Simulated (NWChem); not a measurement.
The numbers come from NWChem runs, not from measurements. System: carbon tetrachloride (CCl4), charge 0, spin multiplicity 1, at a geometry optimised with B3LYP/def2-SVP. Level: EOM-CCSD/def2-SVP, 21 core orbitals frozen.

Job file:

```
start mol
memory heap 100 mb stack 700 mb global 1900 mb
geometry units angstroms nocenter noautoz
  Cl     1.459501     0.000000    -1.032002
  C      0.000000     0.000000     0.000025
  Cl    -1.459501     0.000000    -1.032002
  Cl     0.000000    -1.459486     1.031998
  Cl     0.000000     1.459486     1.031998
  symmetry group C2v
end
basis spherical
  * library def2-svp
end
scf
  rhf
  nopen 0
  maxiter 100
  thresh 1e-7
  semidirect memsize 60000000 filesize 0
end
tce
  freeze core 21
  ccsd
  nroots 1
  2eorb
  2emet 13
  thresh 1e-5
  maxiter 200
  tilesize 24
end
task tce energy
```

Output (cleaned and shortened):

```
             Northwest Computational Chemistry Package (NWChem) 7.3.0
             --------------------------------------------------------

                                NWChem Input Module
                                -------------------

 Scaling coordinates for geometry "geometry" by  1.889725989
 (inverse scale =  0.529177249)

 Turning off AUTOSYM since
 SYMMETRY directive was detected!

                             Geometry "geometry" -> ""
                             -------------------------

 Output coordinates in angstroms (scale by  1.889725989 to convert to a.u.)

  No.       Tag          Charge          X              Y              Z
 ---- ---------------- ---------- -------------- -------------- --------------
    1 Cl                  17.0000     1.45950100     0.00000000    -1.03200200
    2 C                    6.0000     0.00000000     0.00000000     0.00002500
    3 Cl                  17.0000    -1.45950100     0.00000000    -1.03200200
    4 Cl                  17.0000     0.00000000    -1.45948600     1.03199800
    5 Cl                  17.0000     0.00000000     1.45948600     1.03199800

 Effective nuclear repulsion energy (a.u.)     435.1409946123

            Nuclear Dipole moment (a.u.)
            ----------------------------
        X                 Y               Z
 ---------------- ---------------- ----------------
     0.0000000000     0.0000000000     0.0000264562

      Symmetry information
      --------------------

 Group name             C2v
 Group number             16
 Group order               4
 No. of unique centers     3

      Symmetry unique atoms

     1    2    4


 Summary of "ao basis" -> "" (spherical)
 ------------------------------------------------------------------------------
       Tag                 Description            Shells   Functions and Types
 ---------------- ------------------------------  ------  ---------------------
 *                          def2-svp                  on all atoms

 Summary of "ao basis" -> "ao basis" (spherical)
 ------------------------------------------------------------------------------
       Tag                 Description            Shells   Functions and Types
 ---------------- ------------------------------  ------  ---------------------
 Cl                         def2-svp                 8       18   4s3p1d
 C                          def2-svp                 6       14   3s2p1d

                                 NWChem SCF Module
                                 -----------------

  ao basis        = "ao basis"
  functions       =    86
  atoms           =     5
  closed shells   =    37
  open shells     =     0
  charge          =   0.00
  wavefunction    = RHF
  use symmetry    = T
  symmetry adapt  = T

 Summary of "ao basis" -> "ao basis" (spherical)
 ------------------------------------------------------------------------------
       Tag                 Description            Shells   Functions and Types
 ---------------- ------------------------------  ------  ---------------------
 Cl                         def2-svp                 8       18   4s3p1d
 C                          def2-svp                 6       14   3s2p1d

      Symmetry analysis of basis
      --------------------------

        a1         33
        a2         11
        b1         21
        b2         21

 Forming initial guess at       0.1s

      Superposition of Atomic Density Guess
      -------------------------------------

 Sum of atomic energies:       -1874.91888732

      Non-variational initial energy
      ------------------------------

 Total energy =   -1875.989888
 1-e energy   =   -3459.413309
 2-e energy   =    1148.282426
 HOMO         =      -0.376638
 LUMO         =       0.026507

      Symmetry analysis of molecular orbitals - initial
      -------------------------------------------------

  Numbering of irreducible representations:

     1 a1          2 a2          3 b1          4 b2

  Orbital symmetries:

     1 b2          2 a1          3 b1          4 a1          5 a1
     6 a1          7 b2          8 a1          9 b1         10 a1
    11 b2         12 a1         13 b1         14 b1         15 a1
    16 b2         17 b2         18 a2         19 b1         20 a1
    21 a2         22 a1         23 b2         24 a1         25 b1
    26 a1         27 b2         28 b1         29 a1         30 a2
    31 a1         32 b2         33 a1         34 b1         35 b1
    36 b2         37 a2         38 a1         39 b1         40 a1
    41 b2         42 a1         43 b2         44 a1         45 b1
    46 b1         47 b2

 Starting SCF solution at       0.7s

 ----------------------------------------------
         Quadratically convergent ROHF

 Convergence threshold     :          1.000E-07
 Maximum no. of iterations :          100
 Final Fock-matrix accuracy:          1.000E-09
 ----------------------------------------------

              iter       energy          gnorm     gmax       time
             ----- ------------------- --------- --------- --------
                 1    -1874.9956563542  1.66D+00  5.55D-01      0.8
                 2    -1875.1782256302  3.87D-01  1.39D-01      0.8
                 3    -1875.1938131263  2.23D-01  6.08D-02      0.9
                 4    -1875.1991425676  1.34D-02  3.27D-03      1.0
                 5    -1875.1991626835  4.55D-05  1.28D-05      1.1
                 6    -1875.1991626837  5.39D-09  2.48D-09      1.4

       Final RHF  results
       ------------------

         Total SCF energy =  -1875.199162683725
      One-electron energy =  -3457.917718368936
[...]
 Iterations converged
 ------------------

 Excited state root  1
 Excitation energy / hartree =        0.283911828640873
                   / eV      =        7.725637226622113
 largest EOMCCSD amplitudes: R1 and R2

 Singles contributions
    38a1  (alpha) ---    28a1  (alpha)       -0.1253328320
    38a1  (alpha) ---    33a1  (alpha)       -0.6157354247
    40a1  (alpha) ---    31a1  (alpha)        0.2495202873
    39b1  (alpha) ---    34b1  (alpha)       -0.1782156382
    39b1  (alpha) ---    37b1  (alpha)       -0.4162995483
    41b2  (alpha) ---    32b2  (alpha)        0.1776056604
    41b2  (alpha) ---    35b2  (alpha)        0.4136430890

 Doubles contributions

 =========================================
 Excited-state calculation ( a2  symmetry)
 =========================================
 Dim. of EOMCC iter. space      500

 EOMCCSD SOLVER TYPE  1
  maxdiff =   0.58359337365707509

 No. of initial right vectors    1

 EOM-CCSD right-hand side iterations
 --------------------------------------------------------------
      Residuum       Omega / hartree  Omega / eV    Cpu    Wall
 --------------------------------------------------------------

 Iteration   1 using    1 trial vectors
   0.6856926740747   0.4388077098079   11.94057     1.2     1.2

 Iteration   2 using    2 trial vectors
   0.1489820414722   0.2803013404434    7.62739     0.8     0.8

 Iteration   3 using    3 trial vectors
   0.0603612182305   0.2723491556841    7.41100     0.8     0.8

 Iteration   4 using    4 trial vectors
   0.0657468465739   0.2666971925342    7.25720     0.8     0.8

 Iteration   5 using    5 trial vectors
   0.0488742744024   0.2611539380006    7.10636     0.8     0.8

 Iteration   6 using    6 trial vectors
   0.0199287861733   0.2597092938976    7.06705     0.8     0.8

 Iteration   7 using    7 trial vectors
   0.0095222284625   0.2593497246869    7.05727     0.8     0.8

 Iteration   8 using    8 trial vectors
   0.0065113188203   0.2593966961769    7.05855     0.8     0.8

 Iteration   9 using    9 trial vectors
   0.0048281474978   0.2592885458993    7.05560     0.8     0.8

 Iteration  10 using   10 trial vectors
   0.0024004379942   0.2593241042714    7.05657     0.9     0.9

 Iteration  11 using   11 trial vectors
   0.0013244480314   0.2593159315954    7.05635     0.9     0.9

 Iteration  12 using   12 trial vectors
   0.0007854197682   0.2593116397009    7.05623     0.9     0.9

 Iteration  13 using   13 trial vectors
   0.0005256397106   0.2593088493846    7.05616     0.9     0.9

 Iteration  14 using   14 trial vectors
   0.0002744963855   0.2593061613064    7.05608     0.9     0.9

 Iteration  15 using   15 trial vectors
   0.0001680297463   0.2593079001600    7.05613     0.9     0.9

 Iteration  16 using   16 trial vectors
   0.0000790787146   0.2593088758584    7.05616     0.9     0.9

 Iteration  17 using   17 trial vectors
   0.0000319536877   0.2593084212378    7.05614     0.9     0.9

 Iteration  18 using   18 trial vectors
   0.0000108015164   0.2593085226733    7.05615     0.9     0.9

 Iteration  19 using   19 trial vectors
   0.0000036822249   0.2593084051281    7.05614     0.9     0.9
 --------------------------------------------------------------
 Iterations converged
 ------------------

 Excited state root  1
 Excitation energy / hartree =        0.259308405128112
                   / eV      =        7.056143724000331
 largest EOMCCSD amplitudes: R1 and R2

 Singles contributions
    38a1  (alpha) ---    36a2  (alpha)       -0.8123509441
    40a1  (alpha) ---    30a2  (alpha)        0.2028152849
    39b1  (alpha) ---    32b2  (alpha)       -0.2223015278
    39b1  (alpha) ---    35b2  (alpha)        0.1864569589
    41b2  (alpha) ---    34b1  (alpha)        0.2221955239
    41b2  (alpha) ---    37b1  (alpha)       -0.1862720160

 Doubles contributions

 =========================================
 Excited-state calculation ( b1  symmetry)
 =========================================
 Dim. of EOMCC iter. space      500

 EOMCCSD SOLVER TYPE  1
  maxdiff =   0.58359299536408904

 No. of initial right vectors    1

 EOM-CCSD right-hand side iterations
 --------------------------------------------------------------
      Residuum       Omega / hartree  Omega / eV    Cpu    Wall
 --------------------------------------------------------------

 Iteration   1 using    1 trial vectors
   0.6944729423526   0.4388015478041   11.94040     1.2     1.2

 Iteration   2 using    2 trial vectors
   0.1498279327950   0.2805372458684    7.63381     0.8     0.8

 Iteration   3 using    3 trial vectors
   0.0604407920264   0.2723985429241    7.41234     0.8     0.8

 Iteration   4 using    4 trial vectors
   0.0661170727480   0.2668231635461    7.26063     0.8     0.8

 Iteration   5 using    5 trial vectors
   0.0491686198214   0.2612681885445    7.10947     0.8     0.8

 Iteration   6 using    6 trial vectors
   0.0199999237804   0.2597020014381    7.06685     0.8     0.8

 Iteration   7 using    7 trial vectors
   0.0095431860936   0.2593377928572    7.05694     0.8     0.8

 Iteration   8 using    8 trial vectors
   0.0065167231017   0.2593975209774    7.05857     0.8     0.8

 Iteration   9 using    9 trial vectors
   0.0048310168119   0.2592866007315    7.05555     0.8     0.8

 Iteration  10 using   10 trial vectors
   0.0024005507002   0.2593200061493    7.05646     0.8     0.8

 Iteration  11 using   11 trial vectors
   0.0013228331891   0.2593115298009    7.05623     0.8     0.8

 Iteration  12 using   12 trial vectors
   0.0007868649071   0.2593081299037    7.05614     0.8     0.8

 Iteration  13 using   13 trial vectors
   0.0005244106498   0.2593055041996    7.05606     0.8     0.8

 Iteration  14 using   14 trial vectors
   0.0002752138439   0.2593024467260    7.05598     0.8     0.8

 Iteration  15 using   15 trial vectors
   0.0001687617953   0.2593042590630    7.05603     0.8     0.8

 Iteration  16 using   16 trial vectors
   0.0000793418462   0.2593052894163    7.05606     0.9     0.9

 Iteration  17 using   17 trial vectors
   0.0000320534279   0.2593048893981    7.05605     0.9     0.9

 Iteration  18 using   18 trial vectors
   0.0000109151542   0.2593049978765    7.05605     0.9     0.9

 Iteration  19 using   19 trial vectors
   0.0000038182230   0.2593048723997    7.05605     0.8     0.8
 --------------------------------------------------------------
 Iterations converged
 ------------------

 Excited state root  1
 Excitation energy / hartree =        0.259304872399700
                   / eV      =        7.056047593528201
 largest EOMCCSD amplitudes: R1 and R2

 Singles contributions
    38a1  (alpha) ---    37b1  (alpha)       -0.8114982490
    40a1  (alpha) ---    34b1  (alpha)        0.2219785385
    40a1  (alpha) ---    37b1  (alpha)        0.1861842884
    39b1  (alpha) ---    31a1  (alpha)       -0.1754863347
    39b1  (alpha) ---    33a1  (alpha)       -0.2220749780
    41b2  (alpha) ---    30a2  (alpha)        0.1012505610
    41b2  (alpha) ---    36a2  (alpha)       -0.1860513669

 Doubles contributions

 =========================================
 Excited-state calculation ( b2  symmetry)
 =========================================
 Dim. of EOMCC iter. space      500

 EOMCCSD SOLVER TYPE  1
  maxdiff =   0.58359512570396388

 No. of initial right vectors    1

 EOM-CCSD right-hand side iterations
 --------------------------------------------------------------
      Residuum       Omega / hartree  Omega / eV    Cpu    Wall
 --------------------------------------------------------------

 Iteration   1 using    1 trial vectors
   0.6944791105828   0.4388151572427   11.94077     1.2     1.2

 Iteration   2 using    2 trial vectors
   0.1498243068578   0.2805469750535    7.63407     0.8     0.8

 Iteration   3 using    3 trial vectors
   0.0604403557621   0.2724084671780    7.41261     0.8     0.8

 Iteration   4 using    4 trial vectors
   0.0661189896244   0.2668332373072    7.26090     0.8     0.8

 Iteration   5 using    5 trial vectors
   0.0491759232337   0.2612770817270    7.10971     0.8     0.8

 Iteration   6 using    6 trial vectors
   0.0200049812872   0.2597104775014    7.06708     0.8     0.8

 Iteration   7 using    7 trial vectors
   0.0095485345270   0.2593460785796    7.05717     0.8     0.8

 Iteration   8 using    8 trial vectors
   0.0065229419531   0.2594057974848    7.05879     0.8     0.8

 Iteration   9 using    9 trial vectors
   0.0048358129456   0.2592947338162    7.05577     0.8     0.8

 Iteration  10 using   10 trial vectors
   0.0024029624229   0.2593281466200    7.05668     0.8     0.8

 Iteration  11 using   11 trial vectors
   0.0013242191828   0.2593196510099    7.05645     0.8     0.8

 Iteration  12 using   12 trial vectors
   0.0007878035221   0.2593162403072    7.05636     0.8     0.8

 Iteration  13 using   13 trial vectors
   0.0005249342896   0.2593136107728    7.05629     0.8     0.8

 Iteration  14 using   14 trial vectors
   0.0002754503243   0.2593105515297    7.05620     0.9     0.9

 Iteration  15 using   15 trial vectors
   0.0001688419958   0.2593123656870    7.05625     0.8     0.8

 Iteration  16 using   16 trial vectors
   0.0000793711546   0.2593133960475    7.05628     0.8     0.8

 Iteration  17 using   17 trial vectors
   0.0000320497730   0.2593129956982    7.05627     0.8     0.8

 Iteration  18 using   18 trial vectors
   0.0000108985434   0.2593131038702    7.05627     0.8     0.8

 Iteration  19 using   19 trial vectors
   0.0000037557671   0.2593129788784    7.05627     0.8     0.8
 --------------------------------------------------------------
 Iterations converged
 ------------------

 Excited state root  1
 Excitation energy / hartree =        0.259312978878436
                   / eV      =        7.056268182132052
 largest EOMCCSD amplitudes: R1 and R2

 Singles contributions
    38a1  (alpha) ---    35b2  (alpha)       -0.8114681733
    40a1  (alpha) ---    32b2  (alpha)       -0.2220837275
    40a1  (alpha) ---    35b2  (alpha)       -0.1861035774
    39b1  (alpha) ---    30a2  (alpha)        0.1013556450
    39b1  (alpha) ---    36a2  (alpha)        0.1862800537
    41b2  (alpha) ---    31a1  (alpha)       -0.1754230471
    41b2  (alpha) ---    33a1  (alpha)        0.2219612701

 Doubles contributions

 Task  times  cpu:       98.5s     wall:       98.5s

 Total times  cpu:       98.6s     wall:       98.6s
```
